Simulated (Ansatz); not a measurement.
# BN (boron nitride) at 6 levels

We compute a comparison of 6 runs (U-r2SCAN/3-21G, U-r2SCAN0/6-31G, UBLYP/6-31G, UMP2/3-21G, UCCSDT(Q)/6-31G, UCCSD/6-31G) of BN (boron nitride). 

The calculation is run with Ansatz 0.2.0.

69 further runs of the same task are left out: 69 set aside as unsound or not needed.

## (1) The structure to begin with

BN has 2 atoms, charge 0, and is taken as a triplet. As SMILES, `B#N`. The N2–B1 distance was set to 3.289 Å, away from the relaxed value.

## (2) The energy at U-r2SCAN/3-21G (run 1)

Input file run.yaml:

```yaml
crystal:
  periodic: [false, false, false]
  atoms:
    - {symbol: B, position_ang: [-0.000000, -0.000000, -1.996750]}
    - {symbol: "N", position_ang: [0.000000, 0.000000, 1.291950]}
basis:
  gaussian:
    orbitals: 3-21G.json
magnetization:
  spin_polarized: true
  initial_magnetization: 2
hamiltonian:
  xc: {name: r2SCAN}
accuracy: high
```

The basis set 3-21G is read from a file made from the Basis Set Exchange's data (not shown).

Run with:

```sh
ansatz run run.yaml --threads 1 --pin off --max-ram 3480MiB --events-out events.jsonl --progress --plain --runs-dir runs
```

What it wrote:

```text
Warning: RAYON_NUM_THREADS=1 ignored (pool sized by the plan → 1); use --threads N
Functional definition: r2SCAN
  name "r2SCAN"
  parameter k0 = 0.174
  parameter k1 = 0.065
  parameter a1 = 4.9479
  exchange = r2scan_x(k0 = k0, k1 = k1, a1 = a1)
  correlation = r2scan_c
366 factors; integrals over basis functions are off by at most 3.1e-9 eV
mean field evaluation 1: about -2135.4322 eV, gradient 2.4e1 eV
mean field evaluation 2: about -1944.6555 eV, gradient 8.4e1 eV
mean field evaluation 4: about -2132.6601 eV, gradient 2.9e1 eV
mean field evaluation 8: about -2143.5927 eV, gradient 6.1e-2 eV
mean field evaluation 16: about -2143.5898 eV, gradient 6.5e-9 eV
mean field evaluation 32: about -2143.5898 eV, gradient 1.4e-5 eV
mean field evaluation 64: about -2143.5836 eV, gradient 2.7e-1 eV
mean field -2143.58978954 eV, -78.7754717883 hartree, gradient 6.6e-9 eV, S^2 2.885695; 6 other end points of the search recorded, 0 dependent functions left out
reference -2143.58979034 eV, -78.7754718176 hartree; 7, 5 occupied and 11, 13 virtual orbitals, 366 factors
Total energy: -2143.58979034 eV, -78.7754718176 hartree
```

It took 3.3 s on 1 thread of Intel Xeon 6975P-C (Granite Rapids), shared host; peak memory 0.15 GiB.

## (3) A single-point energy at U-r2SCAN0/6-31G (run 2)

Input file input.yaml:

```yaml
basis:
  gaussian:
    orbitals: 6-31G
crystal:
  periodic: [false, false, false]
  atoms:
    - {symbol: B, position_ang: [-0.000000, -0.000000, -1.996750]}
    - {symbol: N, position_ang: [0.000000, 0.000000, 1.291950]}
magnetization:
  spin_polarized: true
  initial_magnetization: 2
hamiltonian:
  xc: {name: r2SCAN0}
accuracy: high
```

Run with:

```sh
ansatz run input.yaml --threads 1 --pin off --max-ram 3480MiB --events-out events.jsonl --progress --plain --runs-dir runs
```

What it wrote:

```text
Warning: RAYON_NUM_THREADS=1 ignored (pool sized by the plan → 1); use --threads N
Functional definition: r2SCAN0
  name "r2SCAN0"
  parameter a = 0.25
  parameter k0 = 0.174
  parameter k1 = 0.065
  parameter a1 = 4.9479
  exchange = (1 - a)*r2scan_x(k0 = k0, k1 = k1, a1 = a1) + a*exact_x
  correlation = r2scan_c
404 factors; integrals over basis functions are off by at most 3.9e-9 eV
mean field evaluation 1: about -2147.1972 eV, gradient 2.2e1 eV
mean field evaluation 2: about -1955.1405 eV, gradient 8.0e1 eV
mean field evaluation 4: about -2153.9168 eV, gradient 9.1e0 eV
mean field evaluation 8: about -2154.9760 eV, gradient 2.0e-1 eV
mean field evaluation 16: about -2154.9734 eV, gradient 9.0e-5 eV
mean field evaluation 32: about -2154.9734 eV, gradient 4.9e-8 eV
mean field -2154.97339236 eV, -79.1938114758 hartree, gradient 3.7e-8 eV, S^2 2.926079; 3 other end points of the search recorded, 0 dependent functions left out
reference -2154.97339309 eV, -79.1938115025 hartree; 7, 5 occupied and 11, 13 virtual orbitals, 404 factors
Total energy: -2154.97339309 eV, -79.1938115025 hartree
```

Wall time 2.1 s (1 thread of Intel Xeon 6975P-C (Granite Rapids), shared host); peak memory 0.15 GiB.

Runs 3 to 5 aren't shown in full; the table further down has their settings and results.

## (4) A single-point energy at UCCSD/6-31G (run 6)

Input file job.yaml:

```yaml
crystal:
  periodic: [false, false, false]
  atoms:
    - symbol: B
      position_ang: [-0.000000, -0.000000, -1.996750]
    - symbol: "N"
      position_ang: [0.000000, 0.000000, 1.291950]
basis:
  gaussian:
    orbitals: 6-31G
magnetization:
  spin_polarized: true
  initial_magnetization: 2
correlation:
  method: ccsd
  frozen_orbitals: {B: 1, "N": 1}
accuracy: high
scf:
  omitted_lower_state_checks: [cluster_reference, increment]
```

Run with:

```sh
ansatz run job.yaml --threads 1 --pin off --max-ram 3480MiB --events-out events.jsonl --progress --plain --runs-dir runs
```

What it wrote:

```text
Warning: RAYON_NUM_THREADS=1 ignored (pool sized by the plan → 1); use --threads N
[... 16 lines left out ...]
2 core orbitals not correlated: weight in the atoms' cores, before any rotation towards them, 1.000 or more for the frozen orbitals, at most 0.000 for the correlated occupied ones
[... 49 lines left out ...]
Total energy: -2149.20859010 eV, -78.9819589001 hartree
Checks for a lower state left out: cluster_reference, increment
```

Wall time 0.38 s (1 thread of Intel Xeon 6975P-C (Granite Rapids), shared host).

## (5) Overview of the runs

```csv
run,level,frozen core orbitals,energy (Eh),⟨S²⟩,wall time
1,U-r2SCAN/3-21G,–,-78.775472,2.886,3.3 s
2,U-r2SCAN0/6-31G,–,-79.193812,2.926,2.1 s
3,UBLYP/6-31G,–,-79.217880,2.743,1.4 s
4,UMP2/3-21G,2,-78.545275,3.002,0.26 s
5,UCCSDT(Q)/6-31G,2,-78.983948,2.983,2 s
6,UCCSD/6-31G,2,-78.981959,2.983,0.38 s
```

## (6) Outcome

```
                                          quantity         value
                               run 6: total energy  -78.98196 Eh
run 6: correlation energy (2 core orbitals frozen)     -77.5 mEh
          run 6: ⟨S²⟩ of the reference determinant         2.983
                              run 6: T1 diagnostic         0.014
```

Totals of different functionals can't be ranked against each other. Spin contamination of the reference: run 4 ⟨S²⟩ = 3.00, run 5 ⟨S²⟩ = 2.98, run 6 ⟨S²⟩ = 2.98, run 2 ⟨S²⟩ = 2.93, run 1 ⟨S²⟩ = 2.89, run 3 ⟨S²⟩ = 2.74. Where it is this large, the reference is a mixture of spin states, and values that rest on it are in doubt. All runs together took 9.5 s, the longest 3.3 s.
